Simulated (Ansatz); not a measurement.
One change: `CC(C)CS` becomes `CC(C)CCl`.

Ansatz, PBE0-D4/def2-TZVP geometries, multiplicity 1. Each molecule was computed in one conformer, which needn't be the lowest.

```json
{"property": "LUMO energy (ωB97M-V/def2-TZVPP) / eV", "`CC(C)CS`": "2.20"}
{"property": "LUMO energy (PBE0/def2-TZVPP) / eV", "`CC(C)CS`": "0.54"}
{"property": "HOMO–LUMO gap (ωB97M-V/def2-TZVPP) / eV", "`CC(C)CS`": "11.20"}
{"property": "HOMO energy (ωB97M-V/def2-TZVPP) / eV", "`CC(C)CS`": "-9.00"}
{"property": "size of the dipole moment (B3LYP/def2-TZVPP) / D", "`CC(C)CS`": "1.59"}
{"property": "HOMO–LUMO gap (PBE/def2-TZVPP) / eV", "`CC(C)CS`": "5.14"}
```

Question: Give the same properties after the change, and the shifts. (Estimate.)

Answer: Computed: 
```json
{"property": "LUMO energy (ωB97M-V/def2-TZVPP) / eV", "`CC(C)CCl`": "2.38", "shift": "0.18"}
{"property": "LUMO energy (PBE0/def2-TZVPP) / eV", "`CC(C)CCl`": "0.77", "shift": "0.23"}
{"property": "HOMO–LUMO gap (ωB97M-V/def2-TZVPP) / eV", "`CC(C)CCl`": "12.96", "shift": "1.76"}
{"property": "HOMO energy (ωB97M-V/def2-TZVPP) / eV", "`CC(C)CCl`": "-10.58", "shift": "-1.58"}
{"property": "size of the dipole moment (B3LYP/def2-TZVPP) / D", "`CC(C)CCl`": "2.03", "shift": "0.44"}
{"property": "HOMO–LUMO gap (PBE/def2-TZVPP) / eV", "`CC(C)CCl`": "6.63", "shift": "1.49"}
```

With PBE0 the HOMO falls by 1.51 eV and the LUMO rises by 0.23 eV, so the gap widens by about 1.74 eV. PBE moves the HOMO by -1.33 eV and ωB97M-V by -1.58 eV. Dipoles are sizes alone; their direction can turn.

B3LYP here is the variant with VWN-RPA as its local correlation; programs differ in this.
